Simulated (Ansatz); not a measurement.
Several solutions for singlet PN

```xyz
2

P     0.0000    0.0000    0.0000
N     0.0000    0.0000    1.7880
```

Basis set: 6-31G (spherical functions). Charge 0, multiplicity 1.

PBE0 (unrestricted) was run from several starts with Ansatz (development build ahead of 0.2.0).

```
run  program                        start  converged  energy (hartree)  <S²>
  A   Ansatz  search for the lowest state        yes        -395.75175  0.63
  B   Ansatz      atomic start, no search        yes        -395.74691  0.00
  C   Ansatz      stability test followed        yes        -395.75175  0.63
```

Problem. Which runs reached the lowest solution of this kind, and what is wrong with the others?

Solution. A, C reached the lowest solution found. Converged but too high: B by 0.13 eV. Convergence only shows a stationary point, and even a stable one can lie too high; stability tests and further starts are what find lower ones. Caution: the unrestricted determinant is spin contaminated.
